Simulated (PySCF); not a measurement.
J couplings in C₂H₇N

Molfile (atoms numbered from 1):
```
C2H7N
     RDKit          3D

 10  9  0  0  0  0  0  0  0  0999 V2000
   -1.1942   -0.0344   -0.1464 C   0  0  0  0  0  0  0  0  0  0  0  0
    0.0596    0.6814   -0.1868 N   0  0  0  0  0  0  0  0  0  0  0  0
    1.2001   -0.1762    0.0363 C   0  0  0  0  0  0  0  0  0  0  0  0
   -1.2371   -0.7411   -0.9804 H   0  0  0  0  0  0  0  0  0  0  0  0
   -2.0261    0.6630   -0.2624 H   0  0  0  0  0  0  0  0  0  0  0  0
   -1.3522   -0.6110    0.7816 H   0  0  0  0  0  0  0  0  0  0  0  0
    0.0514    1.4271    0.4961 H   0  0  0  0  0  0  0  0  0  0  0  0
    1.2846   -0.8909   -0.7878 H   0  0  0  0  0  0  0  0  0  0  0  0
    1.1473   -0.7591    0.9721 H   0  0  0  0  0  0  0  0  0  0  0  0
    2.1162    0.4174    0.0528 H   0  0  0  0  0  0  0  0  0  0  0  0
  1  2  1  0
  2  3  1  0
  1  4  1  0
  1  5  1  0
  1  6  1  0
  2  7  1  0
  3  8  1  0
  3  9  1  0
  3 10  1  0
M  END
```

Indirect spin–spin couplings were computed at B97-2/pcJ-2 (PySCF) on a PBE0-D3(BJ)/def2-TZVP structure, for the isolated molecule, without vibrational or relativistic corrections. Couplings are averaged over pairs made equivalent by symmetry, fast rotation or ring inversion, so a value needn't be that of the named pair in this geometry, while other rotamers aren't included; one pair stands for each set, and the list holds those of at least 0.8 Hz over up to four bonds.

Isotopes: ¹³C, ¹H, ¹⁵N.

| pair | bonds | J (Hz) |
| --- | --- | --- |
| C1, N2 | 1 | -3.8 |
| C1, H4 | 1 | 123.4 |
| N2, H7 | 1 | -65.2 |
| C1, H7 | 2 | ? |
| N2, H4 | 2 | -1.3 |
| H4, H5 | 2 | ? |
| C1, H8 | 3 | 6.2 |
| H4, H7 | 3 | 6.5 |

Task: Estimate the withheld couplings, with signs.

Result: 
- ²J(C1,H7) = -1.6 Hz (angle at N2 110°)
- ²J(H4,H5) = -10.9 Hz (mean over equivalent pairs that range from -13.3 to -9.6 Hz in this conformer)
